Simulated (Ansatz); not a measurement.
Basis-set extrapolation for C₆H₁₂, SMILES `C/C=C\CCC` (PBE0-D4/def2-TZVP geometry, frozen core, Ansatz). Multiplicity 1, RHF reference.

```tsv
	def2-TZVPP	def2-QZVPP
HF	-234.265294	-234.276241
MP2 correlation	-1.033006	-1.097142
CCSD(T) correlation	-1.141535	not run
```

Energies in hartree. Use E(X) = E(∞) + A·exp(−7.88·√X) for Hartree–Fock and E(X) = E(∞) + B·X^(−2.97) for correlation, with X = 3 and 4, and add CCSD(T) minus MP2 of the smaller set to the MP2 limit.

Task: What is the CCSD(T) energy at the basis-set limit?

Result: HF limit: -234.276241 + (-0.010947) × 0.13774 = -234.27775. MP2 limit: -1.097142 + (-0.064136) × 0.74074 = -1.14465. Higher-order term: -1.141535 − (-1.033006) = -0.10853. Total: -235.53093 hartree, 77.9 kcal/mol below CCSD(T)/def2-TZVPP.
